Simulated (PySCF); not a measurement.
## One molecule, many functionals

Compound: nitrosoethylene, C2H3NO.
Bonds: C1–C2 (double), C2–N3, N3–O4 (double). Hydrogens: H5, H6 on C1; H7 on C2.

Linear-response calculations in the def2-SVPD basis (PySCF; singlets by full response, triplets Tamm–Dancoff, core orbitals frozen in the response; HF means time-dependent Hartree–Fock). 'Strongest' is the level of largest summed f among the singlets computed (10 roots, of which the last may lack a degenerate partner); it can jump between rows when another state enters that window. S1 is the lowest singlet of each run and needn't be the same state throughout; f(S1) is that of one state. Isolated species at its PBE0-D3(BJ)/def2-SVP geometry (one conformer only).

```json
{"functional": "LDA", "kind": "LDA", "S1 (eV)": "1.15", "f(S1)": "0.000", "strongest (eV)": "5.28", "T1 (eV)": "0.52", "HOMO (eV)": "-5.13", "gap (eV)": "0.83", "ionisation energy, ΔSCF (eV)": "9.10"}
{"functional": "PBE", "kind": "GGA", "S1 (eV)": "1.25", "f(S1)": "0.000", "strongest (eV)": "5.49", "T1 (eV)": "0.51", "HOMO (eV)": "-4.99", "gap (eV)": "0.96", "ionisation energy, ΔSCF (eV)": "8.87"}
{"functional": "B3LYP", "kind": "global hybrid, 20% exact exchange", "S1 (eV)": "1.48", "f(S1)": "0.000", "strongest (eV)": "5.57", "T1 (eV)": "0.67", "HOMO (eV)": "-6.48", "gap (eV)": "3.30", "ionisation energy, ΔSCF (eV)": "9.15"}
{"functional": "PBE0", "kind": "global hybrid, 25% exact exchange", "S1 (eV)": "1.46", "f(S1)": "0.000", "strongest (eV)": "5.69", "T1 (eV)": "0.59", "HOMO (eV)": "-6.73", "gap (eV)": "3.80", "ionisation energy, ΔSCF (eV)": "9.10"}
{"functional": "CAM-B3LYP", "kind": "range-separated hybrid", "S1 (eV)": "1.54", "f(S1)": "0.000", "strongest (eV)": "5.78", "T1 (eV)": "0.69", "HOMO (eV)": "-8.30", "gap (eV)": "6.55", "ionisation energy, ΔSCF (eV)": "9.28"}
{"functional": "wB97X-D", "kind": "range-separated hybrid", "S1 (eV)": "1.52", "f(S1)": "0.000", "strongest (eV)": "5.78", "T1 (eV)": "0.72", "HOMO (eV)": "-8.73", "gap (eV)": "7.62", "ionisation energy, ΔSCF (eV)": "9.19"}
{"functional": "LC-wPBE", "kind": "range-separated hybrid", "S1 (eV)": "1.51", "f(S1)": "0.000", "strongest (eV)": "6.01", "T1 (eV)": "0.59", "HOMO (eV)": "-9.64", "gap (eV)": "9.08", "ionisation energy, ΔSCF (eV)": "9.33"}
{"functional": "HF", "kind": "Hartree–Fock", "S1 (eV)": "1.78", "f(S1)": "0.000", "strongest (eV)": "6.42", "T1 (eV)": "0.78", "HOMO (eV)": "-11.18", "gap (eV)": "12.58", "ionisation energy, ΔSCF (eV)": "not settled"}
```

**Question.** What does BHandHLYP (global hybrid, 50% exact exchange) give?

**Answer.** S1 (eV) 1.64, f(S1) 0.000, strongest (eV) 5.96, T1 (eV) 0.73, HOMO (eV) -8.47, gap (eV) 6.79, ionisation energy, ΔSCF (eV) 9.21. S1 runs from 1.15 eV (LDA) to 1.78 eV (HF), a spread of 0.63 eV, while the orbital gap spreads over 11.8 eV. −ε(HOMO) comes closest to its own ΔSCF ionisation energy with LC-wPBE (+0.32 eV) and misses most with LDA (-3.97 eV). 'Not settled' means that the ion's SCF failed to converge or may have ended in another state than the lowest.
